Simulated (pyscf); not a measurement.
H₂N–InH₂ + H₂O → NH₃ + HO–InH₂, a four-centre exchange (singlet surface; In–N, H–O broken, H–N, In–O formed). PySCF, gas phase, ωB97X-D3(BJ)/def2-SVP geometries. MP2 and CC: frozen core, UHF for open shells. ΔMP2 is the change of the MP2 total energy from the triple- to the quadruple-zeta basis. Energies in eV from the separated reactants.

Small-basis levels: PySCF, no dispersion term, spherical d functions. 

Question: Quick B3LYP/6-31G*+LANL2DZ single points give ΔE‡ = -0.85 eV and ΔE = -0.37 eV. What does CCSD(T)/def2-TZVPP + ΔMP2(QZVPP) give, and how far is the quick result from it?

Answer: CCSD(T)/def2-TZVPP + ΔMP2(QZVPP) gives ΔE‡ = -0.46 eV and ΔE = -0.19 eV. B3LYP/6-31G*+LANL2DZ lies 0.39 eV under it in the barrier and 0.18 eV under it in the reaction energy, so on this step it does not hold to within 0.13 eV. CCSD(T)/def2-TZVPP + ΔMP2(QZVPP) has limits of its own. On the reactant side the descent ends in an adduct with a In–O contact, 0.70 eV under the separated species and 0.13 eV under the saddle at ωB97X-D3(BJ)/def2-TZVP. On the product side the descent ends in an adduct with a In–N contact, 0.97 eV under the separated species and 0.62 eV under the saddle at ωB97X-D3(BJ)/def2-TZVP. At CCSD(T) the saddle lies under the separated reactants, which points to a path from their complex (located at ωB97X-D3(BJ) alone). At CCSD(T) the saddle lies under the separated products, which points to a path from their complex (located at ωB97X-D3(BJ) alone). What is counted as formed (In–O) is already present as a longer contact in the reactant adduct; forming that adduct is a step of its own. What is counted as broken (In–N) persists as a longer contact in the product adduct; parting that adduct is a step of its own. At ωB97X-D3(BJ)/def2-TZVP the barrier from the zero used here is -0.57 eV. One saddle was located; it need not be the lowest between these sides. The CCSD(T) − MP2 part came from Ansatz, without density fitting, on the same reference. The frozen core leaves the outer d or s,p core shells of the metals and heavy elements correlated in the MP2 and CC values, and def2-TZVPP describes them poorly, which can shift differences by a few kcal/mol. In the def2 sets elements past Kr carry core potentials, without spin-orbit coupling.
